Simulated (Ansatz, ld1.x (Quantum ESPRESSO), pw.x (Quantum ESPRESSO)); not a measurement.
# fluorine (F): one change to the ultrasoft potential, in the atom and in the bcc crystal

| Item | Value |
| --- | --- |
| Element | fluorine (F) |
| Generator | ld1.x (Quantum ESPRESSO) 7.5 |
| Type | ultrasoft |
| Functional | PBEsol |
| Relativity | scalar-relativistic |
| Frozen core | [He] |
| Valence charge | 7 |
| Reference configuration | 2s2 2p5 |
| Partial waves | 2s (bound): rcut 0.50, rcutus 0.70 bohr; 2s channel at 0.35 Ry: rcut 0.50, rcutus 0.70 bohr; 2p (bound): rcut 1.55, rcutus 2.00 bohr; 2p channel at 2.95 Ry: rcut 1.55, rcutus 2.00 bohr; 3d channel at 0.1 Ry: rcut 1.45, rcutus 1.70 bohr; 3d channel at 2.7 Ry: rcut 1.45, rcutus 1.70 bohr |
| Local potential | all-electron potential smoothed inside 1.70 bohr (lloc = -2) |
| Core correction | Bessel-smoothed model core inside 0.70 bohr |
| Augmentation charge | PSQ, inside the norm-conserving radii |

Change: all radii but the core radius scaled by about 0.97 (s 0.68, p 1.94, d 1.64 bohr, rcut 0.48/1.50/1.40); local potential all-electron potential smoothed inside 1.64 bohr (lloc = -2).

Cutoffs, loose and tight: the cutoffs (Ry, on a coarse ladder) from which the occupation-weighted sum of valence levels, in a spherical-Bessel basis at the reference potential, stays within 10 and 1 mRy of its value at 400 Ry. They do not see the model core or the augmentation charge, which bear on the density cutoff. Test errors are all-electron minus pseudo excitation energies from the reference, over the configurations 2s2 2p4; 2s2 2p3; 2s2 2p2; 2s1 2p6; 2s1 2p5; 2s2 2p4.5; 2s2 2p5.3; variants that change the core or the reference have their own tests.

Crystal test: bcc F in pw.x 7.5, no spin, 17³ k-points, Fermi–Dirac smearing 0.01 Ry, cutoffs set for each file from its atomic test. The reference is all-electron LAPW (Ansatz 0.2.0) with the same functional, mesh and smearing; V0 and B0 come from Birch–Murnaghan fits to the pressures at five volumes. Errors are pseudo minus all-electron; Δ is the rms difference of the E(V) curves that follow from these fits, minima aligned, over ±6 % about the mean V0. Mesh and smearing are coarse, so the numbers serve the comparison and aren't converged zero-temperature values; the lattice is a test structure that the element need not adopt.

All-electron: a0 = 2.651 Å (V0 = 9.31 Å³/atom), B0 = 66.5 GPa.

**Question.** Does the change bring the crystal closer to the all-electron result?

**Answer.** The mean pressure error goes from +2.48 to +1.49 GPa, so the change moves the solid closer to the all-electron pressures.

| quantity | base | changed |
| --- | --- | --- |
| outcome (atom) | generated | generated |
| cutoff, loose (atom) | 60 Ry | 70 Ry |
| cutoff, tight (atom) | 90 Ry | 100 Ry |
| bound ghosts (atom) | none | none |
| largest test error (meV) (atom) | +593 | +512 |
| cutoffs in pw.x (Ry) | 110/900 | 120/900 |
| a0 (Å) | 2.682 | 2.670 |
| a0 error (%) | +1.17 | +0.72 |
| B0 error (%) | -2.9 | -1.5 |
| Δ (meV/atom) | 4.8 | 2.9 |
| mean pressure error (GPa) | +2.48 | +1.49 |

Base: This is a poor potential for the solid. Changed file: This is a poor potential for the solid. The atomic cutoffs weigh occupied waves only.
